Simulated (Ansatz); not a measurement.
`BN` + `[AlH2][SH]` → `B[S][AlH2]` + NH₃ at 298.15 K and 1 bar (ligand exchange at a B–N bond).

Computed with Ansatz on PBE0-D4/def2-TZVP structures; ΔE is electronic, products minus reactants. CCSD(T)/CBS is the MP2 limit (def2-TZVPP, def2-QZVPP) plus CCSD(T) − MP2 in def2-TZVPP, frozen cores. This one scheme is used for every species.

| species | CCSD(T)/CBS energy (Eh) | H − E (kJ/mol) | S (J/(mol·K)) |
| --- | --- | --- | --- |
| `BN` | -81.93499 | 137.2 | 228.1 |
| `[AlH2][SH]` | -641.61836 | 72.6 | 268.0 |
| `B[S][AlH2]` | -667.02114 | 112.0 | 305.0 |
| NH₃ | -56.50880 | 100.5 | 192.4 |

H − E and S are ideal-gas, rigid-rotor, harmonic terms from PBE0-D4/def2-TZVP. 1 Eh = 2625.50 kJ/mol, R = 8.31446 J/(mol·K).

Question: By hand: ΔE, ΔH, ΔS and ΔG.

Answer: ΔE = (-667.02114) + (-56.50880) − (-81.93499) − (-641.61836) = 0.02341 Eh = 61.5 kJ/mol. Δ(H − E) = 112.0 + 100.5 − 137.2 − 72.6 = 2.7, so ΔH = 64.2 kJ/mol. ΔS = 305.0 + 192.4 − 228.1 − 268.0 = 1.3 J/(mol·K). ΔG = 64.2 − 298.15 × (1.3)/1000 = 63.8 kJ/mol.

Question: By hand: the equilibrium constant, and the temperature at which ΔG would vanish if ΔH and ΔS stayed fixed.

Answer: log₁₀ K = −ΔG/(RT ln 10) = -11.2. ΔG = 0 at ΔH/ΔS = 49385 K, far beyond where these terms or the molecules hold.

The number of gas molecules stays the same, so ΔS is small and ΔH decides. A doubt of 5 kJ/mol in ΔE shifts log₁₀ K by 0.9 here. These are equilibria of isolated gas molecules and say nothing of rates. Largest T1 diagnostic: 0.014 (customary marks: 0.02 for closed shells, 0.045 for open ones).
